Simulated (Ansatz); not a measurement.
The same path of H8Si3 (11 atoms, charge 0, multiplicity 1) was run twice with different band settings.

Theory: RKS PBE0-D4/def2-SVP in Ansatz.

Relaxed end points:

```xyz
11
Properties=species:S:1:pos:R:3
Si 0.572 0.077 -0.144
Si 0.849 -0.062 2.181
H -0.477 -0.297 2.831
H 1.774 -1.176 2.552
H 1.411 1.226 2.695
H 1.893 0.349 -0.795
Si -0.933 1.803 -0.654
H -2.257 1.512 -0.023
H -0.417 3.096 -0.107
H -1.120 1.942 -2.131
H 0.044 -1.222 -0.669
```

```xyz
11
Properties=species:S:1:pos:R:3
Si 0.356 -0.079 -0.095
Si 1.045 0.078 2.142
H -0.153 0.087 3.039
H 1.924 -1.071 2.521
H 1.802 1.353 2.346
H 1.550 -0.118 -0.998
Si -0.971 1.775 -0.650
H -1.455 1.699 -2.064
H -2.155 1.833 0.265
H -0.175 3.031 -0.478
H -0.429 -1.339 -0.294
```

Common settings: movable images 5; climbing image yes; spring 5.0 eV/Å²; optimiser quadratic models (default); force threshold 0.03 eV/Å; iteration limit 60; end points relaxed.

| run | start path |
| --- | --- |
| 1 | through a guess of the saddle point |
| 2 | straight line |

(1) What does each run give, and how far can it be trusted?

Results:

(1) Run 1: converged after 16 iterations, highest image 0.040 eV above the first end. A vibrational analysis at the climbing image gives one clearly imaginary mode, 94i cm⁻¹: a first-order saddle point.
Run 2: converged after 8 iterations, highest image 0.040 eV above the first end. Another band between the same ends (5 images) ends at a top of the same energy, where a vibrational analysis finds 1 clearly imaginary mode.
